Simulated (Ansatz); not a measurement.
## Structure relaxation of PdBr3

Theory: Ansatz 0.2.0, DFT PBE, scalar-relativistic, plane waves, PAW. Cutoff 420 eV, Γ-centred k mesh, Gaussian smearing, collinear spin, first started from parallel moments.

The start puts PdBr3 on the Cu3Au (L1_2) structure type (Pm-3m, No. 221), with Pd in place of Au, Br in place of Cu, at a guessed volume.

```xyz
4
Lattice="4.6550 0.0000 0.0000 0.0000 4.6550 0.0000 0.0000 0.0000 4.6550" Properties=species:S:1:pos:R:3 pbc="T T T"
Pd    0.0000    0.0000    0.0000
Br    0.0000    2.3275    2.3275
Br    2.3275    0.0000    2.3275
Br    2.3275    2.3275    0.0000
```

Cell and atoms relax at zero pressure; the relaxation can't lower the symmetry of the start.

Energies over the elements count from the elements' standard structures at the same level, with no empirical corrections.

(1) What does it relax into?

(2) What are its volume, energy, gap and moment?

Answers

(1) It keeps Pm-3m (No. 221). The result has the Cu3Au (L1_2) structure. Conventional cell: a = 4.638 Å. Around Pd lie 12 Br at 3.28 Å; around Br lie 4 Pd at 3.28 Å and 8 Br at 3.28 Å.

```
Pd Br
1.0
     4.63776    0.00000    0.00000
     0.00000    4.63776    0.00000
     0.00000    0.00000    4.63776
Pd Br
1 3
Direct
  0.00000 0.00000 0.00000
  0.00000 0.50000 0.50000
  0.50000 0.00000 0.50000
  0.50000 0.50000 0.00000
```

(2) The volume per atom is 24.94 Å³. The density is 5.76 g/cm³, the energy over the elements is 0.69 eV/atom and the gap on the 10×10×10 mesh is 0 eV (a metal). The net moment per atom is 0.69 μB and the largest site moment is 0.77 μB.

The final run used a 10×10×10 mesh on its 4-atom cell and 0.10 eV smearing. For metals, differences of a few meV/atom aren't resolved. A structure relaxed within its symmetry needn't be a true minimum.

Cost: 2 runs of about 1.4 core-minutes in all, on Arm Neoverse V1 (shared hosts).